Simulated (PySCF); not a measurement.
## Telling isomers of C$_{2}$H$_{3}$F$_{3}$ apart by NMR

PySCF 2.14 calculation with GFN2-xTB structure, couplings computed with B3LYP/pcJ-1 and shieldings: GIAO PBE0/pcSseg-1; no solvent, single conformer, averaged over atoms made equivalent by symmetry, fast rotation or ring inversion, relativity neglected.

Scale: TMS for ¹H, ¹³C (reference shieldings calculated alike). Multiplet labels drop J under 1 Hz and among equivalent protons, and merge close values. Unscaled 3J(H,H) run several per cent high. Splittings of carbon signals by F and P are missing where no couplings were computed. Where no couplings were computed, multiplicities follow the n + 1 count of equivalent neighbours, and m marks all less simple cases (inequivalent or close neighbours, rings, F or P nearby). One-bond C–F couplings are unscaled and too large by tens of Hz. Shifts are as computed. Against solution values, carbons near 30 ppm lie about +3 ppm off and those near 130 ppm about +5 ppm. Of 1211 compounds with measured shifts, 218 miss one by over three times the rms of a fit or turn the order of signals round; such compounds aren't used in these exercises.

(1) Tabulate the signals of `FCC(F)F`, `CC(F)(F)F` and their relative energies.

(2) What is the quickest way to tell FCC(F)F from CC(F)(F)F?

## Answers

(1) 
```tsv
SMILES	carbon types	δC	δH	E rel. (kcal/mol)
FCC(F)F	1×CH 1×CH2	123.7, 89.6	6.43 (m, 1H), 5.01 (m, 2H)	22.2
CC(F)(F)F	1×C 1×CH3	135.1, 23.4	1.85 (q, 3H)	0.0
```

Energies are electronic energies at PBE0/pcSseg-1 on these geometries, without zero-point or thermal terms, each for the one conformer computed, which needn't be the lowest.

(2) Both give the same number of carbon signals, but DEPT or the intensities differ. The first has an sp3 CH bonded to 2 F at 123.7 ppm, the second a CF3 carbon (C) at 135.1 ppm. In the proton spectra the most deshielded non-exchanging signals are 6.43 (m, 1H) and 1.85 (q, J = 11.2 Hz, 3H).
